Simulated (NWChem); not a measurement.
**Polarisability of ethylene (C2H4)**

```
C
C 1 1.3406
H 1 1.1026 2 121.77
H 1 1.1026 3 116.47 2 180.00
H 2 1.1026 1 121.77 3 180.00
H 2 1.1026 5 116.47 1 180.00
```
Charge 0, spin multiplicity 1.

The numbers come from NWChem runs, not from measurements. The geometry was optimised at PBE/def2-SVP, a minimum by its harmonic frequencies.

Basis set: 6-31G*. The field's frequency is 0.0428 Ha (1065 nm). This basis has no diffuse functions, which lowers polarisabilities.

The correlated methods keep 2 core orbitals frozen. B3LYP has NWChem's definition, with VWN1-RPA local correlation. The Pople sets run with spherical d functions. Coupled-cluster values serve here as a point of comparison, not as the truth.

Question: For the isotropic polarisability, HF gives 21.00 bohr³ and B3LYP gives 20.50 bohr³. What do CCSD linear response, BHandHLYP give?

Answer: CCSD linear response: 19.62 bohr³; BHandHLYP: 20.54 bohr³.
